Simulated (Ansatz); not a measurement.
## Cu (model structure, started from the simple cubic type, Pm-3m, No. 221, 1 atom in the cell)

Level of theory: r²SCAN (Ansatz, a first-principles code, PAW).

Run with plane-wave cutoff 500 eV, 30×30×30 k mesh, Fermi–Dirac smearing 0.1 eV, no spin polarisation, scalar-relativistic PAW data made under PBE.

Cell (relaxed at this level):

```
Cu
1.0
    2.36912     0.00000     0.00000
    0.00000     2.36912     0.00000
    0.00000     0.00000     2.36912
Cu
1
Direct
  0.00000   0.00000   0.00000
```

| Item | Value |
|---|---|
| band gap | zero (no gap) |

Note: the relaxation could raise the start's symmetry but not lower it, so the cell can be a saddle point.

Computed values are for the static lattice.

A model structure was made by putting elements into a prototype or built by hand; it is no filed structure, need not be a known phase, and can be a saddle point held by its symmetry.
